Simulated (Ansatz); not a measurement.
# Worked example: SbH, triplet against SbH⁻, doublet

Geometry (PBE0/def2-TZVPD stationary point of a doublet), kept for both states (SbH⁻, doublet: Π; SbH, triplet: Σ⁻):

```yaml
atoms:
  - { symbol: Sb, position_ang: [0.0000, 0.0000, 0.0000] }
  - { symbol: H, position_ang: [0.0000, 0.0000, 1.7338] }
```

Basis def2-TZVPD with its core potentials; Ansatz 0.2.0. Correlated methods freeze the noble-gas cores and the filled d shells of p-block atoms. Prefix R: restricted or restricted open-shell reference; prefix U: unrestricted. No spin–orbit coupling is included; scalar relativity enters through the core potentials alone.

Full CI isn't at hand for all of this; UCCSDT(Q) serves as the reference, and is uncertain by the last step of the cluster series or more.

The highest occupied Kohn–Sham level of the anion is positive, up to +1.69 eV, so in those functionals the extra electron is held by the basis alone, which enters their differences from the reference.

| level | E(SbH⁻, doublet) (hartree) | E(SbH, triplet) (hartree) |
| --- | --- | --- |
| UHF | -239.838609 | -239.836622 |
| UMP2 | -239.947186 | -239.918543 |
| UCCSD(T) | -239.973491 | -239.941620 |
| PBE | -240.841407 | -240.804237 |
| wB97M-V | -240.807937 | -240.770846 |
| UCCSDT(Q) | -239.974527 | -239.942414 |

**Question.** Give the vertical gap, SbH triplet less SbH⁻ doublet, at each level in eV (1 hartree = 27.2114 eV), and each error against UCCSDT(Q).

**Answer.** UCCSDT(Q): (-239.942414 − (-239.974527)) × 27.2114 = 0.874 eV (the reference)
wB97M-V: (-240.770846 − (-240.807937)) × 27.2114 = 1.009 eV, error 0.135 eV
PBE: (-240.804237 − (-240.841407)) × 27.2114 = 1.011 eV, error 0.137 eV
UCCSD(T): (-239.941620 − (-239.973491)) × 27.2114 = 0.867 eV, error -0.007 eV
UMP2: (-239.918543 − (-239.947186)) × 27.2114 = 0.779 eV, error -0.095 eV
UHF: (-239.836622 − (-239.838609)) × 27.2114 = 0.054 eV, error -0.820 eV

Total energies of functionals can't be set beside those of wave-function methods, since they hold the core's correlation and their own absolute errors; only the differences compare.

The reference still carries a basis error, for a change of charge of the order of 0.1 eV, so smaller errors of functionals can't be ranked.

Each level lands on the state that its own search finds. T1 diagnostics of restricted CCSD: 0.018 and 0.021.
